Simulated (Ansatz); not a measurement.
Input for Ansatz (development build ahead of 0.2.0):

```yaml
crystal:
  periodic: [false, false, false]
  atoms:
    - { symbol: C, position_ang: [-1.26926, -0.41056, 0.0] }
    - { symbol: H, position_ang: [-1.26926, -1.0613, 0.87942] }
    - { symbol: H, position_ang: [-1.26926, -1.0613, -0.87942] }
    - { symbol: H, position_ang: [-2.17622, 0.20119, 0.0] }
    - { symbol: C, position_ang: [0.0, 0.42806, 0.0] }
    - { symbol: H, position_ang: [0.0, 1.0788, 0.87942] }
    - { symbol: H, position_ang: [0.0, 1.0788, -0.87942] }
    - { symbol: C, position_ang: [1.26926, -0.42806, 0.0] }
    - { symbol: H, position_ang: [1.26926, -1.0788, 0.87942] }
    - { symbol: H, position_ang: [1.26926, -1.0788, -0.87942] }
    - { symbol: H, position_ang: [2.17622, 0.18369, 0.0] }
basis:
  gaussian: { orbitals: def2-SVP }
hamiltonian:
  xc: hf
```

The input is written out in the form of the current development build from the run's settings.

Output:

```
Converged                       : yes
Total energy                    : -118.18135 hartree
Spin squared of the determinant : 0.000
```
